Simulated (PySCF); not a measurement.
Compound: C3H5NO.
Structure used (PBE0-D3(BJ)/def2-SVP), in Å, numbered top down from 1:
```
atom  x, y, z in Å
N1     1.9487    0.8154    0.1451
C2     0.7837    0.4531    0.4777
C3    -0.1430   -0.4629   -0.2763
C4    -1.4737    0.1815   -0.5838
O5    -1.9703    0.2118   -1.6747
H6     2.2128    0.3948   -0.7542
H7     0.3832    0.8497    1.4288
H8    -0.3587   -1.3362    0.3695
H9     0.3052   -0.8218   -1.2150
H10   -1.9887    0.6432    0.3000
```

Computed, not measured: MP2 and CCSD/aug-cc-pVDZ in PySCF, restricted Hartree–Fock reference, 5 core orbitals frozen, non-relativistic, gas phase, PBE0-D3(BJ)/def2-SVP geometry.

E(HF) = -245.82963 Eh.

Question: How large is the problem?

Answer: 160 basis functions and 38 electrons; 5 orbitals frozen, which leaves o = 14 correlated occupied and v = 141 virtual orbitals. That is o·v = 1974 singles and o·v(o·v + 1)/2 = 1949325 distinct closed-shell doubles amplitudes before symmetry; the costliest CCSD step grows as o²v⁴ = 7.7 × 10^10.

Question: What are the MP2 and CCSD correlation energies?

Answer: MP2 -0.7765 Eh and CCSD -0.8130 Eh, which gives totals of -246.60610 and -246.64267 Eh. That is 0.790 eV for each correlated electron at CCSD (2135 kJ/mol in all, 0.330 % of the total energy); MP2 gives 95.5 % of the CCSD value.

Question: What is the T1 diagnostic?

Answer: 0.0149, below the customary warning level of 0.02. It is the norm of the spatial-orbital singles amplitudes over the root of the number of correlated electrons, so the norm is 0.079.

Question: How does correlation change the dipole moment?

Answer: HF gives 2.49 D and CCSD (unrelaxed density) 2.11 D, a change of -0.38 D; the two vectors are 6° apart.

Connected triples and the basis-set limit are missing.

One conformer stands for the species.
